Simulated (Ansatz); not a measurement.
**C3H3NO: vertical ionisation energy**

One table from this session's results is given with a row withheld; the runs are named, their logs left out.

Computed with Ansatz 0.2.0, Gaussian basis. Level: unrestricted cation, the program's frozen cores in correlated methods.

The runs, in order: UKS PBE-D4/def2-TZVPP; UKS r2SCAN-D4/def2-TZVPP; UKS PBE0-D4/def2-TZVPP; UKS B3LYP-D4/def2-TZVPP; UKS wB97X-V/def2-TZVPP; UKS wB97M-V/def2-TZVPP; UKS B2PLYP/def2-TZVPP; UHF-CCSD(T)/def2-TZVPP; UHF-MP2/def2-QZVPP; extrapolation to the limit; then −ε(HOMO) from the neutral's earlier runs with LDA (SPW92), PBE-D4, revPBE-D4, BLYP-D4, r2SCAN-D4, B97M-V, PBE0-D4, B3LYP-D4, r2SCANh-D4, r2SCAN0-D4, HSE06-D4, BHLYP-D4, CAM-B3LYP-D4, LC-ωPBE, ωB97X-V, ωB97M-V.

## The geometry

An earlier PBE0-D4 in a triple-zeta def2 set relaxation fixed the geometry.

SMILES `C=C(O)C#N`, 8 atoms, charge 0, spin multiplicity 1.

Atoms are counted from 1 here; the program's logs count them from 0.

Bond lengths: C1–C2 1.329 Å, C1–H6 1.079 Å, C1–H7 1.082 Å, C2–O3 1.355 Å, C2–C4 1.433 Å, O3–H8 0.961 Å, C4–N5 1.152 Å. Angles: C2–C1–H6 120.0°, C2–C1–H7 120.4°, H6–C1–H7 119.6°, C1–C2–O3 122.4°, C1–C2–C4 121.5°, O3–C2–C4 116.1°, C2–O3–H8 110.2°, C2–C4–N5 177.2°.

Set-up of the first run:

The input, in.yaml:

```yaml
crystal:
  periodic: [false, false, false]
  atoms:
    - {symbol: C, position_ang: [0.430024, 0.325417, 1.148297]}
    - {symbol: C, position_ang: [0.000727, -0.184042, -0.002047]}
    - {symbol: O, position_ang: [-0.157703, -1.516629, -0.192790]}
    - {symbol: C, position_ang: [-0.322541, 0.654836, -1.118026]}
    - {symbol: N, position_ang: [-0.595436, 1.283059, -2.043876]}
    - {symbol: H, position_ang: [0.541884, 1.393452, 1.257378]}
    - {symbol: H, position_ang: [0.669184, -0.324601, 1.979499]}
    - {symbol: H, position_ang: [-0.474141, -1.688592, -1.084235]}
basis:
  gaussian: {orbitals: def2-TZVPP}
total_charge: 1
magnetization: {spin_polarized: true, initial_magnetization: 1}
hamiltonian: {xc: pbe, dispersion: d4}
```

Among the steps run: Cation, UKS PBE-D4/def2-TZVPP; Cation, UKS r2SCAN-D4/def2-TZVPP; Cation, UKS PBE0-D4/def2-TZVPP; Cation, UKS B3LYP-D4/def2-TZVPP; Cation, UKS wB97X-V/def2-TZVPP; Cation, UKS wB97M-V/def2-TZVPP; Cation, UKS B2PLYP (frozen core)/def2-TZVPP; Cation, UHF-CCSD(T)/def2-TZVPP; Cation, UHF-MP2/def2-QZVPP.

One table of the session follows, with a row left open; its other results are not shown here.

For comparison, −ε(HOMO) of the neutral from earlier runs:

```
  functional  −ε(HOMO) (eV)
 LDA (SPW92)           6.68
      PBE-D4           6.47
   revPBE-D4           6.40
     BLYP-D4           6.33
   r2SCAN-D4           6.70
      B97M-V           6.69
     PBE0-D4           7.67
    B3LYP-D4           7.45
  r2SCANh-D4           7.15
  r2SCAN0-D4           7.83
    HSE06-D4           7.27
    BHLYP-D4              ?
CAM-B3LYP-D4           9.00
     LC-ωPBE          10.33
     ωB97X-V           9.95
     ωB97M-V           9.86
```

Estimate the missing values for BHLYP-D4.

Worked estimate for «−ε(HOMO) (eV)». Against the share of exact exchange, BLYP-D4 (0, 6.33), B3LYP-D4 (0.2, 7.45) give a slope of 5.60 per unit share; at 0.5 the line stands at 9.13.

The run gave: −ε(HOMO) (eV): 8.73. In «−ε(HOMO) (eV)» the line misses by +0.40.
